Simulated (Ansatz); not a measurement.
Width of the whole s-p valence band (eV) along a series of related solids, from PBE (Ansatz, a program for electronic structure, PAW).

| solid | PBE |
|---|---|
| zinc-blende BAs | 15.40 |
| zinc-blende AlAs | 11.86 |
| zinc-blende GaAs | 12.73 |
| zinc-blende InAs | 11.83 |

Members of the series are missing where a level wasn't run or failed, where a doubt is noted on the run or the magnetic state, for phases of high temperature or layered ones, and where values are held back for tests.

Spin–orbit coupling is left out, also for the solids with elements from indium on (zinc-blende InAs); its size isn't shown.

Cells: PBE at the measured cell. Caveats: the gap of the solid is closed in this run (zinc-blende InAs). Ansatz's density-functional and Hartree–Fock values are scalar-relativistic unless marked +SOC, with PAW data made under PBE.
